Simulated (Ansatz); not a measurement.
**CH4BCl: a ladder of functionals and wavefunction methods**

How much do the methods differ for CH4BCl? The plan is to run it at one geometry with functionals of several rungs and with coupled cluster. The yardstick is the atomisation energy at the CCSD(T) limit.

Computed with Ansatz 0.2.0, Gaussian basis. Level: functionals in def2-TZVPP, the program's frozen cores in correlated methods.

Levels to be run: LDA (SPW92), PBE-D4, revPBE-D4, BLYP-D4, r2SCAN-D4, B97M-V, PBE0-D4, B3LYP-D4, r2SCANh-D4, r2SCAN0-D4, HSE06-D4, BHLYP-D4, CAM-B3LYP-D4, LC-ωPBE, ωB97X-V, ωB97M-V, B2PLYP, PBE-QIDH; CCSD(T)/def2-SVP; CCSD(T)/def2-TZVPP; MP2/def2-QZVPP; extrapolation to the limit; RPA on PBE.

### Step 1. Structure used throughout

The geometry comes from an earlier relaxation with PBE0-D4 in a triple-zeta def2 set; it is a stationary point, not always the lowest conformer.

SMILES `BCCl`, 7 atoms, charge 0, spin multiplicity 1.

Atoms are counted from 1 here; the program's logs count them from 0.

Bond lengths: B1–C2 1.549 Å, B1–H4 1.198 Å, B1–H5 1.192 Å, C2–Cl3 1.783 Å, C2–H6 1.096 Å, C2–H7 1.096 Å. Angles: C2–B1–H4 116.7°, C2–B1–H5 122.9°, H4–B1–H5 120.3°, B1–C2–Cl3 116.9°, B1–C2–H6 109.5°, B1–C2–H7 109.5°, Cl3–C2–H6 107.6°, Cl3–C2–H7 107.6°, H6–C2–H7 105.0°.

### Step 2. LDA

This LDA is Slater exchange with PW92 correlation.

in.yaml

```yaml
crystal:
  periodic: [false, false, false]
  atoms:
    - {symbol: B, position_ang: [-0.685949, -0.012792, -0.635467]}
    - {symbol: C, position_ang: [0.443202, -0.099922, 0.421345]}
    - {symbol: Cl, position_ang: [1.383585, 1.385149, 0.720886]}
    - {symbol: H, position_ang: [-1.316351, -1.011467, -0.834061]}
    - {symbol: H, position_ang: [-0.935920, 0.986304, -1.236014]}
    - {symbol: H, position_ang: [1.149417, -0.888840, 0.137698]}
    - {symbol: H, position_ang: [0.023315, -0.426333, 1.379812]}
basis:
  gaussian: {orbitals: def2-TZVPP}
hamiltonian: {xc: lda}
output: {orbitals: {seedname: orbitals}}
```

Launch:

```bash
$ ansatz run in.yaml --threads 2 --pin off --events-out ev --progress --plain --max-ram 4352MiB
```

Further steps of the session: PBE-D4 (GGA); revPBE-D4 (GGA); BLYP-D4 (GGA); r2SCAN-D4 (meta-GGA); B97M-V (meta-GGA); B3LYP-D4 (hybrid); r2SCANh-D4 (hybrid); r2SCAN0-D4 (hybrid); HSE06-D4 (hybrid); BHLYP-D4 (hybrid); CAM-B3LYP-D4 (range-separated); LC-ωPBE (range-separated); ωB97X-V (range-separated); ωB97M-V (range-separated); B2PLYP (double hybrid); PBE-QIDH (double hybrid); CCSD(T) in def2-SVP; CCSD(T) in def2-TZVPP; MP2 in def2-QZVPP; RPA on PBE orbitals.

Before running them: what should the planned runs give, taken together? Wanted: atomisation energy, CCSD(T)/CBS; farthest beyond LDA; mean size of error, GGA; mean size of error, meta-GGA; mean size of error, hybrid; mean size of error, range-separated; mean size of error, double hybrid; gap, smallest and largest; T1 diagnostic.

**Answer**, as computed:

| quantity | value |
| --- | --- |
| atomisation energy, CCSD(T)/CBS | 24.434 eV |
| functionals within 0.122 eV (0.5 %) | revPBE-D4, BLYP-D4, r2SCAN0-D4, LC-ωPBE, B2PLYP, PBE-QIDH |
| farthest beyond LDA | PBE-D4 (+0.493 eV) |
| mean size of error, GGA | 0.183 eV |
| mean size of error, meta-GGA | 0.250 eV |
| mean size of error, hybrid | 0.196 eV |
| mean size of error, range-separated | 0.163 eV |
| mean size of error, double hybrid | 0.099 eV |
| gap, smallest and largest | 3.80 eV (LDA (SPW92)), 11.61 eV (LC-ωPBE) |
| T1 diagnostic | 0.0091 |
| triples share of the correlation energy | 3.7 % |

**Reading.** The LDA atomisation energy is off by 3.295 eV (13 %): it overbinds. PBE-D4 misses by +0.493 eV. Double hybrids carry the basis error of their MP2 part in triple zeta, and no dispersion term here, so their miss is partly the set-up's. By mean error the best rung here is double hybrid (0.099 eV) and the worst beyond LDA is meta-GGA (0.250 eV). Misses under about 0.122 eV are within the doubt on the reference itself, which lacks core-valence correlation, relativity and higher excitations. Hartree-Fock recovers 77 % of the binding; the rest is correlation. CCSD(T) in def2-SVP is off by -1.161 eV, more than most functionals: a good method in a small basis is no reference. Orbital gaps span 3.8 to 11.6 eV; exact exchange widens them.
